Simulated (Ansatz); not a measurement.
Geometry optimisation, RKS B3LYP/def2-SVP (Ansatz 0.2.0).

input.yaml

```yaml
crystal:
  periodic: [false, false, false]
  atoms:
    - { symbol: O, position_ang: [-1.195, -1.18082, 1.27499] }
    - { symbol: Al, position_ang: [-0.45522, -0.38487, 0.10334] }
    - { symbol: O, position_ang: [0.88481, 0.67847, 0.21331] }
    - { symbol: H, position_ang: [-0.7757, -0.37927, -1.45678] }
    - { symbol: H, position_ang: [1.56598, 1.15177, 0.67124] }
total_charge: -1
basis:
  gaussian: { orbitals: def2-SVP }
hamiltonian:
  xc: b3lyp
relax:
  f_tol: 0.015
  max_steps: 40
output:
  orbitals: {}
```

Command:

```bash
$ ansatz run input.yaml --threads 1 --pin off --max-ram 2048MiB --backend cpu --events-out ev --progress --plain --runs-dir out
```

Question: Where does it end, and by what steps?

Answer: It converged. Limits of this set-up: an anion without diffuse functions, the dipole of an ion depends on the origin. After 9 steps the energy has fallen by 0.325 eV; H5 moved furthest, 0.43 Å.

| step | energy less start (eV) | largest force component (eV/Å) | accepted |
| --- | --- | --- | --- |
| 0 | 0.0000 | 1.353 | yes |
| 1 | -0.0633 | 0.651 | yes |
| 2 | -0.1276 | 0.465 | yes |
| 3 | -0.2632 | 0.830 | yes |
| 4 | -0.2609 | 2.066 | no |
| 5 | -0.2951 | 0.201 | yes |
| 6 | -0.3143 | 0.292 | yes |
| 7 | -0.3239 | 0.088 | yes |
| 8 | -0.3246 | 0.047 | yes |
| 9 | -0.3247 | 0.004 | yes |

```xyz
5
Properties=species:S:1:pos:R:3
O -1.023 -1.057 1.360
Al -0.390 -0.321 0.035
O 0.985 0.794 0.014
H -0.859 -0.436 -1.518
H 1.313 0.905 0.916
```

The run took 7 s on 1 thread of Intel(R) Xeon(R) 6975P-C (Granite Rapids) (shared host), peak memory 0.13 GiB.
